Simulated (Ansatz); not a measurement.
# H₃NO: geometry and frequencies at several levels

An exercise on one series of results from a longer session: the logs are not shown, and one member is left open.

Method: the levels named in each step, in Ansatz 0.2.0.

## Starting point

Bond lengths: N1–O2 1.423 Å, N1–H3 1.015 Å, N1–H4 1.015 Å, O2–H5 0.958 Å. Angles: N1–O2–H5 102.8°, O2–N1–H3 104.5°, O2–N1–H4 104.5°, H3–N1–H4 105.8°.

Coordinates:

```xyz
5

N    -0.5089    0.3244    0.4009
O     0.5010   -0.3066   -0.3774
H    -1.1765   -0.4143    0.5988
H    -0.9745    0.9522   -0.2468
H     1.2998   -0.1186    0.1173
```

The first run:

input.yaml

```yaml
crystal:
  periodic: [false, false, false]
  atoms:
    - { symbol: "N", position_ang: [-0.50885887, 0.32435465, 0.40092078] }
    - { symbol: O, position_ang: [0.50100041, -0.30662919, -0.37744382] }
    - { symbol: H, position_ang: [-1.17654374, -0.41434338, 0.59881274] }
    - { symbol: H, position_ang: [-0.97447273, 0.95224277, -0.24684393] }
    - { symbol: H, position_ang: [1.29975493, -0.11856485, 0.11731423] }
basis:
  gaussian: { orbitals: def2-TZVPP }
hamiltonian:
  xc: pbe0
  dispersion: d4
phonons: {}
```

Run with:

```
$ ansatz run input.yaml --threads 2 --pin off --max-ram 5120MiB --backend cpu --events-out ev --progress --plain --runs-dir out
```

Among the steps run: Frequencies, PBE0-D4/def2-TZVPP; Relaxation, PBE-D4/def2-TZVPP; Frequencies, PBE-D4/def2-TZVPP; Relaxation, r2SCAN-D4/def2-TZVPP; Frequencies, r2SCAN-D4/def2-TZVPP; Relaxation, B3LYP-D4/def2-TZVPP; Frequencies, B3LYP-D4/def2-TZVPP; Relaxation, B2PLYP/def2-TZVPP; Frequencies, B2PLYP/def2-TZVPP.

One of the session's tables, all rows but one given; the rest of the session is left out.

```
               level  N1–O2 (Å)  dipole (D)  highest frequency (cm⁻¹)
   PBE-D4/def2-TZVPP     1.4552        0.55                      3707
r2SCAN-D4/def2-TZVPP     1.4478        0.57                      3816
 B3LYP-D4/def2-TZVPP          ?           ?                         ?
   B2PLYP/def2-TZVPP     1.4432        0.61                      3848
```

**Question.** Estimate the row for B3LYP-D4/def2-TZVPP.

**Answer.** N1–O2 (Å): 1.4433; dipole (D): 0.59; highest frequency (cm⁻¹): 3820. In the column «N1–O2 (Å)» it lies between B2PLYP/def2-TZVPP (1.4432) and r2SCAN-D4/def2-TZVPP (1.4478).
